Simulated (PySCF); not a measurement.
HS, charge -1, multiplicity 1. Atoms are numbered in the order given.

```xyz
2

S      0.0000     0.0000    -0.0793
H      0.0000     0.0000     1.2684
```
Charge -1, spin multiplicity 1.

Geometry optimised at B3LYP-D3(BJ)/def2-TZVPD. The multiplicity is an assumed one; other spin states were not compared.

Calculation: PySCF with PBE0/def2-TZVPD.

Mulliken values depend strongly on the basis, most of all with diffuse functions as here. ESP charges are fitted to the potential on shells at 1.4 to 2.0 van der Waals radii. Atomic charges (e):

| atom | ESP fit | Mulliken | meta-Löwdin |
|---|---|---|---|
| S1 | [?] | -1.03 | -1.03 |
| H2 | [?] | 0.03 | 0.03 |

Problem. Complete the blanks. (An estimate is asked for; the answer gives what the named calculation found.)

Solution. 
- S1, ESP fit: -1.10
- H2, ESP fit: 0.10
